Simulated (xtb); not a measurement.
pyrrole (C4H5N), SMILES c1cc[nH]c1. All values are semi-empirical tight-binding results from xtb (GFN2-xTB unless named), good for trends rather than for accurate numbers. Coordinates come from a GFN2-xTB optimisation.

Optimised geometry:

Bonded distances (Å): C1–C2 1.409, C1–C5 1.367, C1–H6 1.072, C2–C3 1.367, C2–H7 1.072, C3–N4 1.359, C3–H8 1.072, N4–C5 1.359, N4–H9 1.006, C5–H10 1.072. Bond angles (°): C2–C1–C5 107.2, C2–C1–H6 126.4, C5–C1–H6 126.4, C1–C2–C3 107.2, C1–C2–H7 126.4, C3–C2–H7 126.4, C2–C3–N4 108.1, C2–C3–H8 130.4, N4–C3–H8 121.4, C3–N4–C5 109.3, C3–N4–H9 125.3, C5–N4–H9 125.3, C1–C5–N4 108.1, C1–C5–H10 130.4, N4–C5–H10 121.4.

| Quantity | Value |
|---|---|
| point group as xtb finds it | C2v |
| orbital gap | 5.06 eV |
| dipole moment | 2.10 D |
| zero-point energy | 50.6 kcal/mol |
| G − E(el) at 298.15 K (modified RRHO) | 34.4 kcal/mol |
| static polarisability (D4 model) | 54.5 bohr³ |
| solvation energy, GFN2-xTB/ALPB(water) | -2.4 kcal/mol |
| solvation energy, GFN2-xTB/ALPB(hexane) | -3.3 kcal/mol |

Computed IR lines (harmonic; lines under 4 % of the strongest left out, lines within 3 cm⁻¹ merged):
ν (cm⁻¹): 530 (s), 615 (s), 773 (m), 822 (w), 1053 (m), 1073 (m), 1135 (w), 1211 (m), 1223 (w), 1455 (s), 3154 (m), 3166 (vs), 3176 (m), 3479 (w) (against the strongest line: vs over 80 %, s over 45 %, m over 15 %, w over 4 %, vw less)

Computed atomic charges and the Wiberg bond orders between heavy atoms:
charges (e) C1 -0.07, C2 -0.07, C3 -0.02, N4 -0.08, C5 -0.02, H6 0.02, H7 0.02, H8 0.02, H9 0.15, H10 0.02. Bond orders C1–C2 1.33, C2–C3 1.56, C3–N4 1.23, C1–C5 1.56, N4–C5 1.23.
